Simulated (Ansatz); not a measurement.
# CH3AlS: the cost of one run

All numbers below are computed with Ansatz 0.2.0 (RKS PBE0-D4/def2-SVP).

## Step 1: Starting point

Bond lengths: C1–Al2 1.936 Å, C1–S3 1.731 Å, Al2–S3 2.312 Å, C1–H4 1.081 Å, C1–H5 1.118 Å, Al2–H6 1.614 Å. Angles: C1–Al2–S3 47.1°, C1–Al2–H6 136.7°, S3–Al2–H6 149.5°, Al2–C1–S3 78.0°, Al2–C1–H4 114.7°, Al2–C1–H5 116.9°, S3–C1–H4 113.9°, S3–C1–H5 117.7°, H4–C1–H5 111.9°, C1–S3–Al2 55.0°.

Coordinates:

```xyz
6

C    -0.1832   -0.3005   -0.6752
Al   -0.0037    0.3947    1.1228
S     0.4839   -1.6550    0.1705
H    -1.2028   -0.4475   -1.0024
H     0.4441    0.1784   -1.4676
H     0.5038    1.7659    1.8058
```

## Step 2: Preparing the start

input.yaml reads:

```yaml
crystal:
  periodic: [false, false, false]
  atoms:
    - { symbol: C, position_ang: [-0.1832, -0.3005, -0.6752] }
    - { symbol: Al, position_ang: [-0.0037, 0.3947, 1.1228] }
    - { symbol: S, position_ang: [0.4839, -1.655, 0.1705] }
    - { symbol: H, position_ang: [-1.2028, -0.4475, -1.0024] }
    - { symbol: H, position_ang: [0.4441, 0.1784, -1.4676] }
    - { symbol: H, position_ang: [0.5038, 1.7659, 1.8058] }
basis:
  gaussian: { orbitals: def2-SVP }
hamiltonian:
  xc: pbe0
  dispersion: d4
relax:
  f_tol: 0.02
  max_steps: 40
scf:
  lower_state_search: "off"
```

Run with:

```bash
$ ansatz run input.yaml --threads 1 --pin off --max-ram 2048MiB --backend cpu --events-out ev --progress --plain --runs-dir out
```

Q: Estimate wall time and peak memory on 1 thread of Intel Xeon Platinum 8488C (Sapphire Rapids), shared host.

About 7.9 s, with a peak of 0.14 GiB.
